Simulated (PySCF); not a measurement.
## [C3H5ClO]+: g tensor and hyperfine couplings

C3H5ClO (charge +1 and doublet state).
Structure used (GFN2-xTB), in Å, numbered top down from 1:
```
atom  x, y, z in Å
C1     1.7063    0.0826    0.1319
C2     0.4510    0.4429   -0.2395
Cl3    0.1711    1.8310   -1.1654
C4    -0.7589   -0.3517    0.1409
O5    -1.8978    0.2293   -0.3594
H6     1.8869   -0.8046    0.7205
H7     2.5666    0.6712   -0.1483
H8    -0.7870   -0.4437    1.2469
H9    -0.6271   -1.3931   -0.2205
H10   -2.7021   -0.2592   -0.1296
```

The hyperfine couplings belong to this conformer and change with its torsions.

As a line formula: `[CH2+][C](Cl)CO` [radical] (charge +1).

Computed, not measured: PySCF, UKS B3LYP, pcH-1 on C Cl H O, non-relativistic, mean-field spin-orbit, GIAO. Isolated species at its GFN2-xTB geometry (one conformer only). A GFN2-xTB geometry isn't a minimum of the functional, and hyperfine couplings can be far from their values at a DFT geometry, by a factor of two or more for some ions and for spin on atoms past the first row. No stability test was run, so a lower SCF solution isn't excluded.

```json
{
 "g1, g2, g3": "2.00205, 2.01288, 2.02677",
 "g_iso": "2.01390",
 "Form of g": "rhombic: the two nearest values differ by 44 % of g3 − g1",
 "⟨S²⟩": "0.7560 (exact 0.7500)",
 "α and β electrons": "24, 23",
 "HOMO–LUMO gap, α and β orbitals": "6.23, 2.24 eV",
 "Total energy": "-652.39702 Eh"
}
```

Hyperfine couplings atom by atom, in MHz; T1 to T3 are the principal values of the dipolar part:

| atom | isotope | a_iso | of which spin–orbit | T1 | T2 | T3 | Mulliken spin population |
| --- | --- | --- | --- | --- | --- | --- | --- |
| C1 | 13C | 38.6 | -0.4 | -43.9 | -43.2 | 87.1 | 0.54 |
| C2 | 13C | -13.9 | 0.6 | -11.1 | -6.5 | 17.6 | 0.06 |
| Cl3 | 35Cl | 10.5 | 2.3 | -40.0 | -39.4 | 79.3 | 0.21 |
| C4 | 13C | -18.3 | 0.3 | -6.4 | -3.9 | 10.3 | -0.01 |
| O5 | 17O | -12.8 | -0.2 | -46.9 | 23.1 | 23.9 | 0.14 |
| H6 | 1H | -35.5 | 0.0 | -19.6 | -3.6 | 23.2 | -0.02 |
| H7 | 1H | -35.7 | 0.0 | -19.5 | -3.6 | 23.1 | -0.02 |
| H8 | 1H | 153.4 | 0.0 | -6.3 | -1.7 | 8.0 | 0.06 |
| H9 | 1H | 153.3 | 0.0 | -6.3 | -1.7 | 8.0 | 0.06 |
| H10 | 1H | -10.6 | 0.1 | -10.2 | -5.1 | 15.3 | 0.00 |

The Mulliken spin populations are largest on C1 (+0.54), Cl3 (+0.21) and O5 (+0.14). The angles at C1 add up to 360.0°, so it is planar.

C2, the radical centre as drawn in `[CH2+][C](Cl)CO`, holds a spin population of +0.06 out of 1.

Axes: g3 points within 4° of the C1–H6 bond.

Under fast tumbling the dipolar parts average out, and these isotropic splittings remain: 2 × 1H (H8/H9, I = 1/2, 3 lines) with 5.44 mT, 1 × 1H (H7, I = 1/2, 2 lines) with 1.27 mT, 1 × 1H (H6, I = 1/2, 2 lines) with 1.26 mT, 1 × 1H (H10, I = 1/2, 2 lines) with 0.38 mT and 1 × 35Cl (Cl3, I = 3/2, 4 lines) with 0.37 mT.

Nuclei that the bonding pattern makes equivalent are averaged, as if the motion that swaps them (rotation, inversion, ring flip) were fast. H6 and H7 aren't averaged: C1 is flat or nearly so (angle sum 360°), and its turn about the short C1–C2 bond (1.36 Å) is taken as slow.

Main isotope only: 35Cl (natural samples also hold 24 % 37Cl, magnetic too, which adds its own pattern).

The 17O coupling of O5 (-12.8 MHz) shows only in satellite lines or after enrichment, since that isotope makes up about 0.038 % of natural oxygen.

The 13C coupling of C1 (38.6 MHz) shows only in satellite lines or after enrichment, since that isotope makes up about 1.07 % of natural carbon.

β density exceeds α density at some nuclei, such as C4 (-0.0165), C2 (-0.0129) and H7 (-0.0080), spin density in bohr⁻³. In a single determinant that takes different orbitals for the two spins, that is spin polarisation.
